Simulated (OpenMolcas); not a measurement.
# B86PBE/6-31G run of BClO (boron chloride oxide)

What is the vertical ionisation energy of BClO (boron chloride oxide) at B86PBE/6-31G? 

Program for the calculation: OpenMolcas 26.06.

## 1. Starting point

BClO: 3 atoms, total charge 0, spin state singlet. SMILES: `O=BCl`. The shape is that of a GFN2-xTB optimisation.

Bond lengths: O1–B2 1.193 Å, B2–Cl3 1.639 Å. Angles: O1–B2–Cl3 179.9°.

## 2. The energy at B86PBE/6-31G

File job.input:

```
>>> EXPORT MOLCAS_PRINT=2
&GATEWAY
BasLib
$CurrDir
Coord
3
angstrom
O        1.019560       0.606200       0.626990
B        0.113080       0.066620       0.069470
Cl      -1.132640      -0.672810      -0.696460
Basis
6-31G
Group
NoSym
&SEWARD
GridInput
Grid=Coarse
End of Grid
&SCF
KSDFT
B86PBE
PrOrbitals
0
```

The basis set 6-31G is read from a file made from the Basis Set Exchange's data (not shown).

The run is started by

```console
$ export MOLCAS_MEM=1860
$ pymolcas job.input > job.log
```

What it wrote:

```text
--- Start Module: gateway ---
[...]
--- Stop Module: gateway /rc=_RC_ALL_IS_WELL_ ---
--- Start Module: seward ---
[...]
      Basis functions           31
--- Stop Module: seward /rc=_RC_ALL_IS_WELL_ ---
--- Start Module: scf ---
[...]
       Convergence after  13 Iterations
[...]
::    Total KS-DFT energy                            -560.2508458178
[...]
      Total spin, S                                     0.0000000000
[...]
      Total electronic charge=   30.000000
      Total            charge=   -0.000000
[...]
      Dipole Moment (debye):
      Origin of the operator (angstrom)=   -0.3559   -0.2113   -0.2188
                   X= -1.4717E+00               Y= -8.7650E-01               Z= -9.0522E-01           Total=  1.9374E+00
      Quadrupole Moment (debye*angstrom):
[...]
--- Stop Module: scf /rc=_RC_ALL_IS_WELL_ ---
[...]
```

It took 2.5 s on 1 thread of Arm Neoverse V2, shared host; peak memory 0.37 GiB.

## 3. The doublet cation at the same level

File job.input:

```
* BClO Kohn-Sham DFT

&GATEWAY
  BasLib=$CurrDir
  Coord
  3
  angstrom
  O        1.019560       0.606200       0.626990
  B        0.113080       0.066620       0.069470
  Cl      -1.132640      -0.672810      -0.696460
  Basis=6-31G
  Group=NoSym

&SEWARD
  GridInput
  Grid=Coarse
  End of Grid

&SCF
  UHF
  Charge=1
  Spin=2
  KSDFT=B86PBE
  PrOrbitals=0
```

The basis set 6-31G is read from a file made from the Basis Set Exchange's data (not shown).

The run is started by

```console
$ export MOLCAS_MEM=1860
$ pymolcas job.input > job.log
```

What it wrote:

```text
--- Start Module: gateway ---
[...]
--- Stop Module: gateway /rc=_RC_ALL_IS_WELL_ ---
--- Start Module: seward ---
[...]
      Basis functions           31
--- Stop Module: seward /rc=_RC_ALL_IS_WELL_ ---
--- Start Module: scf ---
[...]
       Convergence after  25 Iterations
[...]
::    Total KS-DFT energy                            -559.7923583741
[...]
      Total spin, S                                     0.5033868907
[...]
      Total electronic charge=   29.000000
      Total            charge=    1.000000
[...]
      Dipole Moment (debye):
      Origin of the operator (angstrom)=   -0.3559   -0.2113   -0.2188
                   X= -6.8815E-01               Y= -4.1175E-01               Z= -4.2348E-01           Total=  9.0687E-01
      Center of Charge (angstrom)
[...]
--- Stop Module: scf /rc=_RC_ALL_IS_WELL_ ---
[...]
```

It took 3.3 s on 1 thread of Arm Neoverse V2, shared host; peak memory 0.37 GiB.

## 4. Results

At B86PBE/6-31G:

| quantity | value |
| --- | --- |
| singlet BClO: total energy | -560.25085 Eh |
| singlet BClO: dipole moment | 1.94 D |
| singlet BClO: HOMO energy | -8.45 eV |
| singlet BClO: LUMO energy | -0.15 eV |
| singlet BClO: HOMO–LUMO gap | 8.31 eV |
| doublet cation: total energy | -559.79236 Eh |
| doublet cation: HOMO energy (highest over α and β) | -16.63 eV |
| doublet cation: LUMO energy (lowest over α and β) | -16.47 eV |
| doublet cation: ⟨S²⟩ | 0.757 |
| vertical ionisation energy (to the doublet cation) | 12.476 eV |

What this shows: The vertical ionisation energy comes to 12.48 eV (288 kcal/mol). −ε(HOMO) before ionisation, 8.45 eV, is 4.02 eV below this ionisation energy. Mulliken charges (singlet BClO) run from -0.25 on O1 to +0.17 on B2; they depend strongly on the basis. Mulliken charges (doublet cation) run from +0.04 on O1 to +0.59 on Cl3.
